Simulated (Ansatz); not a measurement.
A nudged elastic band was laid between two geometries of CHOSi (4 atoms, charge -1, multiplicity 1).

The calculation used UKS B3LYP/def2-SVP in Ansatz.

```yaml
movable_images: 5
climbing_image: yes
spring: 5.0 eV/Å²
optimiser: quadratic models (default)
start_path: through a guess of the saddle point
force_threshold: 0.03 eV/Å
iteration_limit: 60
end_points: relaxed
```

First end point:

```xyz
4
Properties=species:S:1:pos:R:3
C -0.351 -0.089 -0.576
Si 0.279 1.025 0.665
O -0.822 -0.730 -1.461
H 0.894 -0.206 1.371
```

Last end point:

```xyz
4
Properties=species:S:1:pos:R:3
C 0.292 0.432 -1.106
Si -0.323 1.253 0.343
O -0.403 -0.674 0.213
H 0.434 -1.011 0.550
```

(1) What changes between the two ends?

(2) Give the energies along the band, and the barrier.

(3) What is the geometry of the highest image?

Answers

(1) Bonds broken: Si2–H4. Bonds formed: Si2–O3, O3–H4.

(2) The forces met the threshold. The highest image is number 5 of 0 to 6, 3.85 eV above the first end and 0.29 eV above the last; the last end lies 3.56 eV above the first. Neighbouring images differ by up to 1.2 eV, so the band resolves the path poorly. A vibrational analysis at the climbing image gives one clearly imaginary mode, 1347i cm⁻¹: a first-order saddle point. The orbitals stay closed-shell, which can raise the energy where a bond breaks towards radicals; this wasn't checked here. Limits of this set-up: an anion without diffuse functions, the dipole of an ion depends on the origin.

| image | path coordinate (Å) | energy (eV) | Si2–H4 (Å) | Si2–O3 (Å) | O3–H4 (Å) |
| --- | --- | --- | --- | --- | --- |
| 0 | 0.00 | 0.00 | 1.55 | 2.97 | 3.35 |
| 1 | 0.72 | 0.36 | 1.66 | 2.95 | 2.48 |
| 2 | 1.45 | 1.24 | 2.37 | 2.93 | 2.07 |
| 3 | 2.17 | 1.60 | 2.78 | 2.35 | 2.07 |
| 4 | 2.90 | 2.63 | 2.71 | 1.74 | 2.01 |
| 5 | 3.62 | 3.85 | 2.29 | 1.78 | 1.23 |
| 6 | 4.65 | 3.56 | 2.40 | 1.93 | 0.96 |

(3) 
```xyz
4
Properties=species:S:1:pos:R:3
C 0.743 0.256 -0.634
Si -0.544 1.184 0.159
O -0.583 -0.550 0.576
H 0.384 -0.890 -0.100
```

Time of the run: 13 min on 1 thread of Arm Neoverse N1, with other jobs on the host, peak memory 0.21 GiB.
